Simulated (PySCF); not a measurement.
Compound: C₃H₆O.
Geometry (GFN2-xTB, Å), atoms numbered from 1 in this order:
```xyz
10
C3H6O angstrom
O      1.7845   -0.2395    0.0652
C      0.4851   -0.1552    0.5495
C     -0.4986    0.8337    0.0038
C     -0.6867   -0.6413   -0.2471
H      1.7745   -0.0742   -0.8843
H      0.5007   -0.3387    1.6156
H     -0.1927    1.4490   -0.8298
H     -1.1659    1.3329    0.6882
H     -0.5072   -1.0064   -1.2481
H     -1.4847   -1.1555    0.2645
```

Probes without a nucleus sit at each ring's centroid and 1 Å off its mean plane on both sides; NICS is minus the shielding there, NICSzz its component along the normal. Level: GIAO PBE0/pcSseg-1 (PySCF, non-relativistic, gas phase) on the GFN2-xTB geometry, one conformer.

Ring bond lengths (Å), with Mayer bond orders in brackets: C2–C3 1.498 (0.96), C3–C4 1.508 (0.94), C4–C2 1.498 (0.96).

Task: Give the NICS values of each ring in ppm.

Result: 
```tsv
ring	type	NICS(0)	NICS(1), two faces	NICS(1)zz, two faces	rms pucker (Å)	centre to ring atoms, mean (Å)
C2–C3–C4	3-membered carbocycle; formal bonds all single	-38.9	-7.0 / -9.3	-16.8 / -23.5	0.00	0.87
```

Task: What do they say, and how far can they be read as aromaticity?

Result: 
- C2–C3–C4: mean NICS(1)zz -20.2 ppm, shielded. C2, C3, C4 have four or more neighbours; no verdict on aromaticity is drawn. The two faces differ by 6.7 ppm, so no symmetry operation interchanges them. NICS(0) lies 31 ppm below the mean NICS(1).

Task: What field does 7.05 T along the ring normal induce along that normal at the first NICS(1) probe listed for ring C2–C3–C4, 1 Å off the ring?

Result: NICSzz × B0 = -16.8 ppm × 7.05 T = -118 μT, against the applied field.

Task: What are the shieldings of the ring atoms and their hydrogens in the same run (means over atoms taken as equivalent)?

Result: 
| atoms | environment | σ isotropic (ppm) | principal values of the symmetric part, first atom (ppm) |
| --- | --- | --- | --- |
| C2 | carbinol carbon (C–OH) | 136.0 | 87.1, 115.8, 205.2 |
| C3 (×2) | three-membered-ring carbon | 178.8 | 146.2, 172.4, 217.7 |
| H6 | methine hydrogen | 28.34 | 22.7, 27.2, 35.1 |
| H7 (×2) | methylene hydrogen | 31.57 | 26.3, 29.1, 39.3 |
| H8 (×2) | methylene hydrogen | 31.23 | 25.6, 27.1, 41.0 |
